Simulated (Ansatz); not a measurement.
# NH4 (doublet): the correlation ladder at distance N1–H4 along a hydrogen transfer = 0.942 Å, 6-31G

Aim: climb from Hartree-Fock through coupled cluster and multireference methods for NH4 (doublet) at one geometry and basis, and see what each rung misses.

Method: 6-31G, core rule «outside noble gas», up to 1 orbitals frozen; program: Ansatz 0.2.0, Gaussian basis.

The runs, in order: UHF; CCSD(T) on ROHF; CCSD(T) on UHF; BCCD(T) on ROHF; CISD; CCSDT(Q) on ROHF; CCSDT(Q) on UHF; CISDTQ; CCSDTQ on ROHF; CCSDTQ on UHF; CASSCF and MRCISD+Q, 3 electrons in 3 orbitals; CASSCF and NEVPT2, 3 electrons in 3 orbitals; CASSCF and MRCISD+Q, 9 electrons in 8 orbitals; CASSCF and NEVPT2, 9 electrons in 8 orbitals; Full CI.

5 further runs of the same task are left out: 5 that didn't finish.

## 1. The geometry

The geometry derives from fragments relaxed apart (PBE0/def2-TZVP) and kept rigid, so it is no stationary point. A hydrogen atom is moved between rigid fragments.

5 atoms, charge 0, spin multiplicity 2.

Atoms are counted from 1 here; the program's logs count them from 0.

Bond lengths: N1–H2 1.012 Å, N1–H3 1.012 Å, N1–H4 0.942 Å. Angles: H2–N1–H3 107.1°, H2–N1–H4 107.1°, H3–N1–H4 107.1°.

## 2. UHF

Contents of in.yaml:

```yaml
crystal:
  periodic: [false, false, false]
  atoms:
    - {symbol: N, position_ang: [-0.145920, -0.031601, -0.049186]}
    - {symbol: H, position_ang: [-0.443200, 0.936233, -0.049186]}
    - {symbol: H, position_ang: [-0.443199, -0.433900, 0.831073]}
    - {symbol: H, position_ang: [0.796080, -0.031600, -0.049187]}
    - {symbol: H, position_ang: [2.118080, -0.031600, -0.049187]}
basis:
  gaussian: {orbitals: 6-31G}
magnetization: {spin_polarized: true, initial_magnetization: 1}
hamiltonian: {xc: hf}
output: {orbitals: {seedname: orbitals}}
```

Command:

```console
> ansatz run in.yaml --threads 1 --pin off --events-out ev --progress --plain --max-ram 2393MiB
```

Further steps of the session: CCSD(T) on ROHF; CCSD(T) on UHF; BCCD(T) on ROHF; CISD; CCSDT(Q) on ROHF; CCSDT(Q) on UHF; CISDTQ; CCSDTQ on ROHF; CCSDTQ on UHF; CASSCF and MRCISD+Q, 3 electrons in 3 orbitals; CASSCF and NEVPT2, 3 electrons in 3 orbitals; CASSCF and MRCISD+Q, 9 electrons in 8 orbitals; CASSCF and NEVPT2, 9 electrons in 8 orbitals; Full CI.

**Question.** What will the summary of the whole plan be? Wanted: FCI below the RHF energy; RMP2 from FCI; UMP2 from FCI; RCCSD from FCI; RCCSD(T) from FCI; UCCSD(T) from FCI; RCCSDT(Q) from FCI; UCCSDT(Q) from FCI; NEVPT2 pair from FCI.

As calculated:

```
                         quantity                                                                                                                                         value
         FCI below the RHF energy                                                                                                                                    -3.5534 eV
                    RMP2 from FCI                                                                                                                                  +39.2 kJ/mol
                    UMP2 from FCI                                                                                                                                  +38.9 kJ/mol
                   RCCSD from FCI                                                                                                                                   +4.9 kJ/mol
                RCCSD(T) from FCI                                                                                                                                   +1.1 kJ/mol
                UCCSD(T) from FCI                                                                                                                                   +1.1 kJ/mol
               RCCSDT(Q) from FCI                                                                                                                                    0.0 kJ/mol
               UCCSDT(Q) from FCI                                                                                                                                    0.0 kJ/mol
             NEVPT2 pair from FCI                                                                                                                                  +34.0 kJ/mol
           MRCISD+Q pair from FCI                                                                                                                                   +2.7 kJ/mol
          NEVPT2 valence from FCI                                                                                                                                  +28.8 kJ/mol
levels within 1 kcal/mol (43 meV)  RCCSD(T), UCCSD(T), BCCD(T), RCCSDT, UCCSDT, CISDTQ, RCCSDT(Q), UCCSDT(Q), RCCSDTQ, UCCSDTQ, MRCISD+Q pair, MRCISD valence, MRCISD+Q valence
                    T1 diagnostic                                                                                                                                         0.013
   effectively unpaired electrons                                                                                                                                          1.02
```

RCCSD(T) misses by +1.1 kJ/mol, 0.3 % of the correlation energy. One determinant dominates. Of the multireference levels listed MRCISD+Q valence comes nearest in total energy (+0.4 kJ/mol), which doesn't show that its space is the better one. These misses are within one basis, not against nature; the frozen cores of restricted and unrestricted runs differ, which can shift their rows.
